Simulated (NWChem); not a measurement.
Everything below was run with NWChem. System: Na, charge 0, spin multiplicity 2. Its SCF solution wasn't tested for a lower state. Level: UMP2/def2-QZVP, 1 core orbitals frozen.

Input file:

```
start mol
memory heap 200 mb stack 900 mb global 1100 mb
geometry units angstroms nocenter noautoz
  Na     0.000000     0.000000     0.000000
  symmetry group D2h
end
basis spherical
  * library def2-qzvp
end
scf
  uhf
  nopen 1
  maxiter 100
  thresh 1e-7
  semidirect memsize 60000000 filesize 0
  # guess.movecs holds the orbitals of an unrestricted PBE0 run
  vectors input guess.movecs output mol.movecs
end
mp2
  freeze core 1
end
task mp2 energy
```

Output (cleaned and shortened):

```
             Northwest Computational Chemistry Package (NWChem) 7.3.0
             --------------------------------------------------------

                                NWChem Input Module
                                -------------------

 Scaling coordinates for geometry "geometry" by  1.889725989
 (inverse scale =  0.529177249)

                             Geometry "geometry" -> ""
                             -------------------------

 Output coordinates in angstroms (scale by  1.889725989 to convert to a.u.)

  No.       Tag          Charge          X              Y              Z
 ---- ---------------- ---------- -------------- -------------- --------------
    1 Na                  11.0000     0.00000000     0.00000000     0.00000000

 Effective nuclear repulsion energy (a.u.)       0.0000000000

            Nuclear Dipole moment (a.u.)
            ----------------------------
        X                 Y               Z
 ---------------- ---------------- ----------------
     0.0000000000     0.0000000000     0.0000000000

      Symmetry information
      --------------------

 Group name             D2h
 Group number             26
 Group order               8
 No. of unique centers     1

      Symmetry unique atoms

     1


 Summary of "ao basis" -> "" (spherical)
 ------------------------------------------------------------------------------
       Tag                 Description            Shells   Functions and Types
 ---------------- ------------------------------  ------  ---------------------
 *                         def2-qzvp                  on all atoms

 Summary of "ao basis" -> "ao basis" (spherical)
 ------------------------------------------------------------------------------
       Tag                 Description            Shells   Functions and Types
 ---------------- ------------------------------  ------  ---------------------
 Na                        def2-qzvp                18       46   9s5p3d1f

                                 NWChem SCF Module
                                 -----------------

  ao basis        = "ao basis"
[...]
  AO/Fock/Back tols     =   1.0D-09  1.0D-09  1.0D-09

 GA uses MA = F    GA memory limited = T

 Available:
  local mem=  1.26D+08
 global mem=  1.44D+08
 local disk=  0.00D+00
  mp2_memr nvloc                    40
  nvloc new                    40
   1 passes of   5:        3145728                      14312                    738762.
   1 passes of   5: M    126154388           G      144174968           F     123008660.

 Semi-direct pass number   1 of   1  for UHF alpha       at        0.4s
  vrange nnbf                  1081
  mp2_eaftype                    10  avail_ma_in_mb                  1099
 EAF : mp2_eaftype filesize          10     369381.
  mp2_eaf for mointskh                     10
Node 0 wrote      1.7 Mb in      0.0 s     Agg I/O rate:  1705.3 Mb/s
 Done moints_semi at        0.7s
  mp2_eaftype                    10  avail_ma_in_mb                  1089
 EAF : mp2_eaftype filesize          10     369381.
  mp2_eaf for kh                    10
 Done maket at        0.7s
 Done multipass loop at        0.7s

 GA uses MA = F    GA memory limited = T

 Available:
  local mem=  1.26D+08
 global mem=  1.44D+08
 local disk=  0.00D+00
  mp2_memr nvloc                    41
  nvloc new                    41
   1 passes of   4:        3145728                      12513                    606448.
   1 passes of   4: M    126154388           G      144174968           F     123008660.

 Semi-direct pass number   1 of   1  for UHF beta        at        0.8s
  vrange nnbf                  1081
  mp2_eaftype                    10  avail_ma_in_mb                  1099
 EAF : mp2_eaftype filesize          10     303224.
  mp2_eaf for mointskh                     10
Node 0 wrote      1.4 Mb in      0.0 s     Agg I/O rate:  3343.7 Mb/s
 Done moints_semi at        1.0s
  mp2_eaftype                    10  avail_ma_in_mb                  1089
 EAF : mp2_eaftype filesize          10     303224.
  mp2_eaf for kh                    10
 Done maket at        1.1s
 Done multipass loop at        1.1s

          -------------------------------------------
          SCF energy                -161.858793452563
          Correlation energy          -0.138907489431
          Singlet pairs                0.000000000000
          Triplet pairs                0.000000000000
          Total MP2 energy          -161.997700941995
          -------------------------------------------

          ---------------------------------------------------
                    Spin Component Scaled (SCS) MP2
          Same spin pairs                     -0.038473529464
          Same spin scaling factor             0.333333333333
          Opposite spin pairs                 -0.100433959967
          Opposite spin scaling fact.          1.200000000000
          SCS-MP2 correlation energy          -0.133345261782
          Total SCS-MP2 energy              -161.992138714345
          ---------------------------------------------------

 -----------------------
 Performance information
 -----------------------

 Timer overhead =  1.70D-07 seconds/call

               Nr. of calls         CPU time (s)                 Wall time (s)                GFlops
             ---------------    -------------------     ------------------------------   -------------------
Name         Min   Avg   Max    Min     Avg     Max     Min     Avg     Max   Mx/calls   Min     Max     Sum
mp2: moin     2     2     2   0.62    0.62    0.62     0.62    0.62    0.62    0.31      0.0     0.0     0.0
mp2: make     2     2     2   1.53E-2 1.53E-2 1.53E-2  1.53E-2 1.53E-2 1.53E-2 7.64E-3   0.0     0.0     0.0
mp2: tota     1     1     1   0.70    0.70    0.70     0.70    0.70    0.70    0.70      0.0     0.0     0.0

 The average no. of pstat calls per process was 5.00D+00
 with a timing overhead of 8.49D-07s

 Task  times  cpu:        1.0s     wall:        1.0s

 Total times  cpu:        1.1s     wall:        1.1s
```
